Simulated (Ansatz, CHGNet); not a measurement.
1T (CdI2-type) PtS2: properties by level of theory

Reference values: lattice constant a 3.542 Å (measured, temperature not stated, not corrected to a static lattice; as tabulated in Björkman (2014), arXiv:1406.2436); lattice parameter c 5.036 Å (measured, temperature not stated, zero-point anharmonic expansion removed (computed with revB86b-DF2); no thermal correction; as tabulated in Björkman (2014), arXiv:1406.2436).

```csv
level (code),lattice parameter a (Å),lattice parameter c (Å)
CHGNet 0.3.0 (CHGNet),3.580,6.210
PBEsol+SOC (Ansatz),3.567,4.817
PBE-D3(BJ) (Ansatz),3.584,4.657
PBE-D4 (Ansatz),3.584,4.682
r²SCAN (Ansatz),3.548,5.618
HSE06 (Ansatz),3.526,6.402
```

Differences from the reference values (errors of the level alone only where the reference is corrected to a static lattice):

| level | lattice constant a (%) | lattice parameter c (%) |
|---|---|---|
| CHGNet 0.3.0 | +1.07 | +23 |
| PBEsol+SOC | +0.71 | -4.35 |
| PBE-D3(BJ) | +1.19 | -7.53 |
| PBE-D4 | +1.19 | -7.03 |
| r²SCAN | +0.17 | +11.6 |
| HSE06 | -0.45 | +27 |

Nearest: lattice constant a, not ranked (reference at room or unstated temperature); lattice parameter c, not ranked (reference at room or unstated temperature).

Machine-learned potentials (CHGNet 0.3.0) are trained on DFT data, which may include these solids.

Caveats: the cell comes from a level without a dispersion term, which matters for the spacing of layers, chains or molecules (PBEsol+SOC, r²SCAN, HSE06); the cell moved over 20 % in volume from its start (CHGNet 0.3.0). Ansatz's density-functional and Hartree–Fock values are scalar-relativistic unless marked +SOC, with PAW data made under PBE.

Differences are worked out from the printed values.

Ansatz is an electronic-structure program.
